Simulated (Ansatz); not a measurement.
Compare A (`[SiH3]SS`) with its isomer B (`S[SiH2]S`).

Program: Ansatz. Geometries: PBE0-D4/def2-TZVP. ΔE: electronic, gas phase. CBS: MP2 limit from def2 TZ/QZ plus the TZ coupled-cluster correction, frozen cores. DFT in def2-TZVPP. B3LYP here is the variant with VWN-RPA as its local correlation; programs differ in this. One conformer a species, not always the lowest.

Task: Which isomer does CCSD(T)/CBS put lower? Give the gap. (Estimate.)

Result: The calculation gave: B, by 102.1 kJ/mol.

Task: Give E(B) − E(A) in kJ/mol with B3LYP-D4, r2SCAN-D4, PBE-D4, CCSD(T)/def2-SVP, CCSD/def2-TZVPP, HF/def2-TZVPP, PBE0-D4. (An estimate is asked.)

Result: Ansatz gave: B3LYP-D4 -95.1, r2SCAN-D4 -102.1, PBE-D4 -94.2, CCSD(T)/def2-SVP -109.5, CCSD/def2-TZVPP -105.6, HF/def2-TZVPP -104.2, PBE0-D4 -99.9. None reverses the order clearly.

Task: Does the order hold for the free energy at 298.15 K (harmonic terms from PBE0-D4)? (Best estimate.)

Result: Ansatz gave: Yes: G(B) − G(A) = -102.5 kJ/mol, for one conformer each.

Largest T1 diagnostic: 0.012.

From PBE to PBE0 (25 % exact exchange), in def2-TZVPP and without D4, E(B) − E(A) moves by −5.6 kJ/mol. At CCSD(T), def2-SVP lies −7.4 kJ/mol from the extrapolated value and def2-TZVPP −2.3 kJ/mol.
